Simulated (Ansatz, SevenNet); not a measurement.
# Zinc-blende BAs: properties by level of theory

Reference values: lattice constant a 4.777 Å (measured, room temperature, not corrected to a static lattice; as tabulated in Lucero et al. (2012), arXiv:1111.4515); elastic constant C11 285 GPa (measured, room temperature, not corrected to a static lattice; as tabulated in Kang et al. (2019), arXiv:1911.11281); elastic constant C44 149 GPa (measured, room temperature, no zero-point or thermal correction, sources range from 149 to 173; as tabulated in Kang et al. (2019), arXiv:1911.11281).

| level (code) | lattice constant a (Å) | TO(Γ) frequency (cm⁻¹) | elastic constant C11 (GPa) | elastic constant C44 (GPa) | Voigt–Reuss–Hill shear modulus (GPa) |
|---|---|---|---|---|---|
| SevenNet-l3i5 (SevenNet) | 4.820 | 534 | … | … | 58.4 |
| LDA (Ansatz) | 4.732 | 700 | 290 | 156 | … |
| r²SCAN (Ansatz) | 4.784 | … | 289 | 157 | 137 |

Q: Complete the blanks.

A: 
- SevenNet-l3i5 (SevenNet), elastic constant C11 (GPa): 187
- SevenNet-l3i5 (SevenNet), elastic constant C44 (GPa): 68.2
- LDA (Ansatz, a quantum-chemistry and plane-wave program), Voigt–Reuss–Hill shear modulus (GPa): 134
- r²SCAN (Ansatz), TO(Γ) frequency (cm⁻¹): 697

Differences from the reference values (errors of the level alone only where the reference is corrected to a static lattice):

```
level          lattice constant a (%)  elastic constant C11 (%)
-------------  ----------------------  ------------------------
SevenNet-l3i5                   +0.90                       -34
LDA                             -0.94                      +1.8
r²SCAN                          +0.15                      +1.4
```

Nearest: lattice constant a, not ranked (reference at room or unstated temperature); elastic constant C11, not ranked (reference at room or unstated temperature).

Machine-learned potentials (SevenNet-l3i5) are trained on DFT data, which may include these solids.

Ansatz's density-functional and Hartree–Fock values are scalar-relativistic unless marked +SOC, with PAW data made under PBE.

Differences are worked out from the printed values.

The computed numbers hold no vibrational or temperature effects.
